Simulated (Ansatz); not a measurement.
Ansatz (a first-principles code) input (r2SCANh/def2-TZVPD):

Ansatz 0.2 input:
```yaml
crystal:
  periodic: [false, false, false]
  atoms:
    - {symbol: C, position_ang: [-0.00155029, 1.50196649, -0.45166829]}
    - {symbol: S, position_ang: [-0.01239716, 0.12323346, 0.57976964]}
    - {symbol: C, position_ang: [0.01896339, -1.47872388, -0.43190787]}
    - {symbol: H, position_ang: [0.91934809, 1.64260953, -1.02669247]}
    - {symbol: H, position_ang: [-0.90073509, 1.62984334, -1.06289763]}
    - {symbol: H, position_ang: [0.01148869, -2.34173312, 0.24815888]}
    - {symbol: H, position_ang: [-0.85846291, -1.52720035, -1.08442388]}
    - {symbol: H, position_ang: [0.92223725, -1.51471040, -1.04900214]}
basis:
  gaussian:
    orbitals: def2-TZVPD
hamiltonian:
  xc: {name: r2SCANh}
total_charge: -1
output: {forces: true}
```

Output:

```
Functional definition: r2SCANh
integrals: 0.07 GiB planned
896 factors; their error is unknown
mean field: 0.70 GiB planned
mean field evaluation 1: about -12983.2804 eV, gradient 4.7e1 eV
mean field evaluation 2: about -12958.2887 eV, gradient 8.4e1 eV
mean field evaluation 4: about -12988.5729 eV, gradient 8.1e0 eV
mean field evaluation 8: about -12988.7737 eV, gradient 8.4e-2 eV
mean field evaluation 16: about -12988.7676 eV, gradient 1.0e-4 eV
mean field -12988.76757249 eV, -477.3284041861 hartree, gradient 3.2e-5 eV, S^2 0.000000; 0 other end points of the search recorded, 0 dependent functions left out
the calculation of the forces begins
reference -12988.76759106 eV, -477.3284048685 hartree; 17, 17 occupied and 148, 148 virtual orbitals, 896 factors
Total energy: -12988.76759106 eV, -477.3284048685 hartree
Atom 0 at    -0.001550     1.501966    -0.451668 Å, force     0.000757    -0.151357     0.015297 eV/Å
Atom 1 at    -0.012397     0.123233     0.579770 Å, force     0.005353    -0.097315    -0.234810 eV/Å
Atom 2 at     0.018963    -1.478724    -0.431908 Å, force    -0.002568     0.144882     0.078005 eV/Å
Atom 3 at     0.919348     1.642610    -1.026692 Å, force    -0.002152     0.001993     0.039964 eV/Å
Atom 4 at    -0.900735     1.629843    -1.062898 Å, force     0.000533     0.002012     0.040018 eV/Å
Atom 5 at     0.011489    -2.341733     0.248159 Å, force    -0.000421     0.058398     0.000555 eV/Å
Atom 6 at    -0.858463    -1.527200    -1.084424 Å, force     0.014851     0.020803     0.030796 eV/Å
Atom 7 at     0.922237    -1.514710    -1.049002 Å, force    -0.016355     0.020584     0.030175 eV/Å
Dipole moment:     0.009103    -0.772627    -0.185205 e Å
```

It need not be the lowest isomer of its formula. Whether it binds its extra electron was not tested at this geometry.
